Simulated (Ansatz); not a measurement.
# Structure relaxation of Cs2KMoF6

All numbers below come from DFT PBEsol, scalar-relativistic, plane waves, PAW (Ansatz). Cutoff 420 eV, Γ-centred k mesh, Gaussian smearing, collinear spin, first started from parallel moments.

A relaxed cell is given with its space group left out.

```yaml
crystal:
  lattice:
    - [0.00000, 4.57728, 4.57728]
    - [4.57728, 0.00000, 4.57728]
    - [4.57728, 4.57728, 0.00000]
  atoms:
    - { symbol: K, position: [0.50000, 0.50000, 0.50000] }
    - { symbol: Cs, position: [0.75000, 0.75000, 0.75000] }
    - { symbol: Cs, position: [0.25000, 0.25000, 0.25000] }
    - { symbol: Mo, position: [0.00000, 0.00000, 0.00000] }
    - { symbol: F, position: [0.77635, 0.22365, 0.77635] }
    - { symbol: F, position: [0.22365, 0.22365, 0.77635] }
    - { symbol: F, position: [0.77635, 0.77635, 0.22365] }
    - { symbol: F, position: [0.77635, 0.22365, 0.22365] }
    - { symbol: F, position: [0.22365, 0.77635, 0.22365] }
    - { symbol: F, position: [0.22365, 0.77635, 0.77635] }
```

Formation energies are uncorrected and refer to the elements' standard structures at the same level (F₂ as a molecule).

Task: What space group does it have?

Result: Fm-3m (No. 225). Conventional cell: a = 9.155 Å. K has 6 F at 2.53 Å; around Cs lie 12 F at 3.25 Å; Mo is coordinated by 6 F at 2.05 Å; F has 1 Mo at 2.05 Å.

Task: How far does it lie from the elements in energy?

Result: -2.640 eV/atom.

Task: Is it a metal?

Result: No, the gap on the 6×6×6 mesh is 1.91 eV.

Task: What net moment does it keep?

Result: 0.30 μB per atom, with site moments up to 1.63 μB.

The final run used a 6×6×6 mesh on its 10-atom cell and 0.02 eV smearing.

Cost: 3 runs of about 2.9 core-minutes in all, on Arm Neoverse V1 (shared hosts).